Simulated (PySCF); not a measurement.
An unknown is described by computed data only.

Formula: C5H3N.

| Item | Value |
| --- | --- |
| Polarisability | 65.9 au [wB97X-D/def2-SVPD] |
| 13C NMR | chemical shifts (computed TMS as zero) by class: 136.7 (1 C), 120.3 (1 C), 119.1 (1 C), 105.0 (1 C), 81.2 (1 C) ppm [GIAO PBE0/pcSseg-1] |
| Rotational structure | rotational constants A, B, C: 7.269, 2.585, 1.907 GHz [PBE0-D3(BJ)/def2-SVP] |
| UV, first state | lowest singlet excitation: 4.82 eV (257 nm, f = 0.000) [TDDFT wB97X-D/def2-SVPD] |
| Dipole | 3.85 D [wB97X-D/def2-SVPD] |
| Valence photoelectron | vertical ionisation energy: 9.83 eV [ΔSCF wB97X-D/def2-SVPD] |

Gas-phase values; electronic properties from PySCF, density fitting. Levels stand in brackets. Geometry: PBE0-D3(BJ)/def2-SVP; no solvent, vibrations or thermal averaging. NMR values are class means; diastereotopic atoms form classes of their own.

Q: Give a SMILES that accounts for the data.

A: Numbering: `[CH:1]#[C:2]/[CH:3]=[CH:4]\[C:5]#[N:6]`. Its formula, C5H3N, gives 5 degrees of unsaturation: 0 rings and 5 π bonds in the structure found. 5 carbons fall into 5 classes; from least to most shielded: alkene CH carbon [C3] (136.7 ppm), nitrile carbon [C5] (120.3 ppm), alkene CH carbon [C4] (119.1 ppm), terminal alkyne carbon [C1] (105.0 ppm), alkyne carbon [C2] (81.2 ppm). S1 is mainly HOMO−1→LUMO (weight 0.96); the largest Löwdin shares of the orbital it empties are 0.43 on the terminal alkyne carbon, 0.41 on the alkyne carbon and 0.07 on an alkene CH carbon, of the orbital it fills 0.24 on an alkene CH carbon, 0.23 on an alkene CH carbon, 0.14 on the terminal alkyne carbon and 0.12 on the nitrile nitrogen. The first electron is taken from the HOMO, whose largest Löwdin shares are 0.23 on the terminal alkyne carbon, 0.20 on an alkene CH carbon, 0.18 on the alkyne carbon and 0.15 on an alkene CH carbon. The optimised geometry has point group Cs and is an asymmetric top. Structure: `C#C/C=C\C#N` ((Z)-pent-2-en-4-ynenitrile). Computed isomers that give other values at the same levels: `C=CC#CC#N` (rotational constant A: 40.128 GHz; this holds for the one conformer computed); `[H]/N=C\C#CC#C` (rotational constant A: 44.039 GHz; this holds for the one conformer computed); `C#CC(=C)C#N` (rotational constant A: 6.326 GHz; this holds for the one conformer computed). The assignments are read from this structure; whether some other isomer fits the data as well wasn't checked.
